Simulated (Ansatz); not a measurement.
# SiH₅S radical: single points off equilibrium

Aim: energy, forces and dipole at a displaced guess of a reacting structure, from CCSD(T) and from density functionals.

Computed with Ansatz 0.2.0, Gaussian basis. Level: single points in def2-TZVPP.

Correlated methods freeze the cores. Orbitals are unrestricted.

### 1 The starting structure

7 atoms, charge 0, spin multiplicity 2.

Atoms are counted from 1 here; the program's logs count them from 0.

Bond lengths: S2–H4 1.350 Å, Si3–H5 1.469 Å, Si3–H6 1.456 Å, Si3–H7 1.452 Å. Angles: H5–Si3–H6 111.3°, H5–Si3–H7 114.8°, H6–Si3–H7 115.8°.

As a file:

```xyz
7
H5SSi
H     0.1249   -0.4061   -0.6276
S    -0.0952   -1.5587   -1.9830
Si    0.3253    0.7153    0.8827
H    -1.4171   -1.6218   -1.7161
H     0.0872    2.0664    0.3582
H    -0.7432    0.3010    1.7804
H     1.6771    0.4747    1.3547
```

### 2 CCSD(T)/def2-TZVPP

run/in.yaml

```yaml
crystal:
  periodic: [false, false, false]
  atoms:
    - {symbol: H, position_ang: [0.124900, -0.406100, -0.627600]}
    - {symbol: S, position_ang: [-0.095200, -1.558700, -1.983000]}
    - {symbol: Si, position_ang: [0.325300, 0.715300, 0.882700]}
    - {symbol: H, position_ang: [-1.417100, -1.621800, -1.716100]}
    - {symbol: H, position_ang: [0.087200, 2.066400, 0.358200]}
    - {symbol: H, position_ang: [-0.743200, 0.301000, 1.780400]}
    - {symbol: H, position_ang: [1.677100, 0.474700, 1.354700]}
basis:
  gaussian: {orbitals: def2-TZVPP}
magnetization: {spin_polarized: true, initial_magnetization: 1}
correlation: {method: ccsd_t}
scf: {omitted_lower_state_checks: [cluster_reference]}
output: {forces: true}
```

The command line of these runs was not kept.

### 3 PBE0-D4/def2-TZVPP

Changes to run/in.yaml since step 2:

```diff
@@ -13,4 +13,3 @@
 magnetization: {spin_polarized: true, initial_magnetization: 1}
-correlation: {method: ccsd_t}
-scf: {omitted_lower_state_checks: [cluster_reference]}
-output: {forces: true}
+hamiltonian: {xc: pbe0, dispersion: d4}
+output: {forces: true, orbitals: {seedname: orbitals}}
```

### 4 wB97M-V/def2-TZVPP

Changes to run/in.yaml since step 3:

```diff
@@ -13,3 +13,3 @@
 magnetization: {spin_polarized: true, initial_magnetization: 1}
-hamiltonian: {xc: pbe0, dispersion: d4}
-output: {forces: true, orbitals: {seedname: orbitals}}
+hamiltonian: {xc: {name: wB97M-V}}
+output: {forces: true}
```

### 5 r2SCAN-D4/def2-TZVPP

Changes to run/in.yaml since step 4:

```diff
@@ -13,3 +13,3 @@
 magnetization: {spin_polarized: true, initial_magnetization: 1}
-hamiltonian: {xc: {name: wB97M-V}}
+hamiltonian: {xc: r2scan, dispersion: d4}
 output: {forces: true}
```

### 6 PBE-D4/def2-TZVPP

Changes to run/in.yaml since step 5:

```diff
@@ -13,3 +13,3 @@
 magnetization: {spin_polarized: true, initial_magnetization: 1}
-hamiltonian: {xc: r2scan, dispersion: d4}
+hamiltonian: {xc: pbe, dispersion: d4}
 output: {forces: true}
```

### 7 BLYP-D4/def2-TZVPP

Changes to run/in.yaml since step 6:

```diff
@@ -13,3 +13,3 @@
 magnetization: {spin_polarized: true, initial_magnetization: 1}
-hamiltonian: {xc: pbe, dispersion: d4}
+hamiltonian: {xc: {name: BLYP}, dispersion: d4}
 output: {forces: true}
```

### 8 r2SCAN0-D4/def2-TZVPP

Changes to run/in.yaml since step 7:

```diff
@@ -13,3 +13,3 @@
 magnetization: {spin_polarized: true, initial_magnetization: 1}
-hamiltonian: {xc: {name: BLYP}, dispersion: d4}
+hamiltonian: {xc: {name: r2SCAN0}, dispersion: d4}
 output: {forces: true}
```

(Steps that only read results are left out.)

Before running it: what results should come out? Wanted: energy less free atoms, CCSD(T)/def2-TZVPP; RMS force component; RMS force error; HOMO and LUMO, PBE0-D4; T1 diagnostic.

The runs gave:

| quantity | value |
| --- | --- |
| energy less free atoms, CCSD(T)/def2-TZVPP | -390.1 kcal/mol |
| RMS force component | 0.496 to 0.555 eV/Å over the methods |
| RMS force error | PBE0-D4 0.093, wB97M-V 0.038, r2SCAN-D4 0.111, PBE-D4 0.187, BLYP-D4 0.144, r2SCAN0-D4 0.080 eV/Å |
| HOMO and LUMO, PBE0-D4 | -6.66 and -3.63 eV |
| T1 diagnostic | 0.019 |

In words: Against CCSD(T) the functionals' energies less atoms differ by -15.1 to -6.7 kcal/mol, PBE-D4 by -11.6 kcal/mol. The reference is not at the basis limit: in triple zeta CCSD(T) underbinds, which counts against methods that bind more; the gaps are no ranking. On forces the order runs from wB97M-V to PBE-D4. Frozen-core CCSD(T) forces in triple zeta carry basis errors of their own, and this is one geometry, so small gaps rank nothing.
